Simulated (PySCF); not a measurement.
## Nitrogen: a sound run and one with changed settings

Sound run: N [He] 2s2 2p3, N⁺ [He] 2s2 2p2. Computed with PySCF 2.14 in def2-TZVP (5s3p2d1f, 31 functions), with no relativity, point nucleus. In the sound run the correlated levels freeze 1s2. The sound run starts from symmetry-adapted Hartree-Fock orbitals and uses a fine grid where one is needed.

Changed run: basis STO-3G. This setting is unsound on purpose.

```
species   method  sound run (hartree)  changed run (hartree)  converged
      N      UHF            -54.40275              -53.71901        yes
      N     TPSS            -54.61293              -53.90572        yes
      N     PBE0            -54.54382              -53.83894        yes
      N      MP2            -54.49761              -53.71901        yes
     N⁺      UHF            -53.89200              -53.24264        yes
     N⁺     TPSS            -54.07434              -53.41212        yes
     N⁺     PBE0            -54.00379              -53.34076        yes
     N⁺      MP2            -53.96240              -53.25331        yes
     N⁺  CCSD(T)            -53.98519              -53.26332        yes
```

Ionisation energy of N:

```json
{"method": "UHF", "sound run (eV)": "13.898", "changed run (eV)": "12.963"}
{"method": "TPSS", "sound run (eV)": "14.656", "changed run (eV)": "13.432"}
{"method": "PBE0", "sound run (eV)": "14.695", "changed run (eV)": "13.556"}
{"method": "MP2", "sound run (eV)": "14.564", "changed run (eV)": "12.672"}
{"method": "SCS-MP2", "sound run (eV)": "14.311", "changed run (eV)": "12.614"}
```

A minimal basis cannot let orbitals breathe on ionisation and holds almost no correlation.

For comparison, NIST gives 14.534 eV between the lowest levels.
